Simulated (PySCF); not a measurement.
Vertical excitation energies

C₂H₆O₃S.
SMILES: `O=S(OC)OC`

Method: PySCF, TDDFT wB97X-D/def2-SVPD, vertical, gas phase, core orbitals frozen in the response. The structure is a single GFN2-xTB conformer in the gas phase; no vibrational or solvent corrections. Torsions of this conformer, `[CH3:1][O:2][S:3](=[O:4])[O:5][CH3:6]`: C1–O2–S3–O4 -15°, O2–S3–O5–C6 -96°.

```json
{"state": "S1", "E (eV)": "7.18", "λ (nm)": "172.8", "ν̃ (cm⁻¹)": "57870", "f": "0.043", "symmetry": "A″", "main configurations (H = HOMO, L = LUMO)": "H→L+1 (79%)"}
{"state": "S2", "E (eV)": "7.30", "λ (nm)": "169.8", "ν̃ (cm⁻¹)": "58880", "f": "0.022", "symmetry": "A′", "main configurations (H = HOMO, L = LUMO)": "H→L (73%)"}
{"state": "S3", "E (eV)": "7.68", "λ (nm)": "161.5", "ν̃ (cm⁻¹)": "61910", "f": "0.055", "symmetry": "A″", "main configurations (H = HOMO, L = LUMO)": "H-1→L (59%), H-1→L+2 (8%)"}
{"state": "S4", "E (eV)": "7.71", "λ (nm)": "160.7", "ν̃ (cm⁻¹)": "62220", "f": "0.022", "symmetry": "A′", "main configurations (H = HOMO, L = LUMO)": "H-1→L+1 (80%)"}
{"state": "S5", "E (eV)": "8.20", "λ (nm)": "151.2", "ν̃ (cm⁻¹)": "66140", "f": "0.012", "symmetry": "A″", "main configurations (H = HOMO, L = LUMO)": "H-2→L (60%), H-3→L+1 (12%), H-2→L+2 (9%)"}
{"state": "S6", "E (eV)": "8.34", "λ (nm)": "148.6", "ν̃ (cm⁻¹)": "67280", "f": "0.010", "symmetry": "A′", "main configurations (H = HOMO, L = LUMO)": "H-2→L+1 (42%), H-3→L (31%)"}
{"state": "S7", "E (eV)": "8.38", "λ (nm)": "147.9", "ν̃ (cm⁻¹)": "67600", "f": "0.0091", "symmetry": "A′", "main configurations (H = HOMO, L = LUMO)": "H→L+2 (27%), H→L+5 (21%), H-3→L (16%)"}
{"state": "S8", "E (eV)": "8.40", "λ (nm)": "147.5", "ν̃ (cm⁻¹)": "67780", "f": "0.035", "symmetry": "A″", "main configurations (H = HOMO, L = LUMO)": "H-1→L+2 (31%), H-3→L+1 (24%), H-1→L (20%)"}
```

Triplets (Tamm–Dancoff): T1 6.18 eV, H→L+1 (83%), H→L+7 (8%); T2 6.20 eV, H→L (65%), H→L+2 (12%), H→L+5 (10%); T3 7.07 eV, H-1→L (58%), H-1→L+5 (16%), H-1→L+2 (14%).

The lowest singlet comes at 173 nm (692 kJ/mol) in the vacuum ultraviolet; it is of moderate strength; its leading configuration is HOMO→LUMO+1 (79%). The most intense listed level is S3 at 7.68 eV (162 nm, f = 0.055), 0.50 eV above S1. Löwdin shares by element: HOMO oxygen 62%, sulfur 28%; LUMO sulfur 48%, oxygen 25% (atoms not listed hold the other 27%). The listed states span 1.23 eV, and the widest gap between neighbours is 0.48 eV (S4 to S5). Orbital energies (eV): HOMO-3 -11.42, HOMO-2 -11.37, HOMO-1 -10.54, HOMO -10.27, LUMO 1.78, LUMO+1 1.99, LUMO+2 2.30. Of the 8 states listed, 7 reach f = 0.01 and none stays under 0.0005. Symmetry labels in Cs follow from the direction of the transition dipole and are given only for states with f of 0.002 or more. Only the lowest 8 singlets were computed, as vertical energies without vibronic structure.
